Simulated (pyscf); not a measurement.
This saddle point was located with ωB97X-D3(BJ)/def2-SVP in PySCF.

```xyz
15

C      0.3455     0.3989     0.4002
Ga     0.9465    -1.1896     1.3369
O      0.1000    -2.7626     1.3310
O      2.4580    -1.3192     2.2803
H      0.2863     1.3644    -1.0318
H     -0.6646     0.4078     0.0087
H      0.8864     1.3233     0.5627
H     -0.7200    -2.7740     0.8277
H      2.9731    -0.5077     2.3236
C     -0.8657     2.6246     0.1328
C     -0.3065     2.4496    -1.1601
H     -1.8917     2.3227     0.3597
H     -0.3629     3.2208     0.8990
H      0.4984     3.1426    -1.4412
H     -1.0160     2.2523    -1.9755
```
Charge 0, spin multiplicity 1.

Surface: singlet, charge 0. Lowest wavenumbers (cm⁻¹): 1071i, 38, 72, 101, 191.

Problem. What reaction is this the transition state of?

Solution. H₃C–Ga(OH)–OH + ethylene (H₂C=CH₂) ⇌ H₃C–CH₂–CH₂–Ga(OH)–OH, an addition across a multiple bond or ene-type step read from left to right: C–H broken and C–C, C–H formed. At ωB97M-D3(BJ)/def2-TZVP it lies +84.5 kcal/mol from the left side and +107.8 kcal/mol from the right (each side as separated species at their lowest minima found). From the product side, •H₂C–CH₃ + •H₂C–Ga(OH)–OH lies, by one bond made or cut, 17.1 kcal/mol under this saddle at ωB97M-D3(BJ)/def2-TZVP. One saddle was located; it need not be the lowest between these sides. A restricted solution here is unstable towards spin polarisation, so biradical character is likely and single-reference numbers are less safe. Elements up to Kr have no core potential and no relativistic terms here.
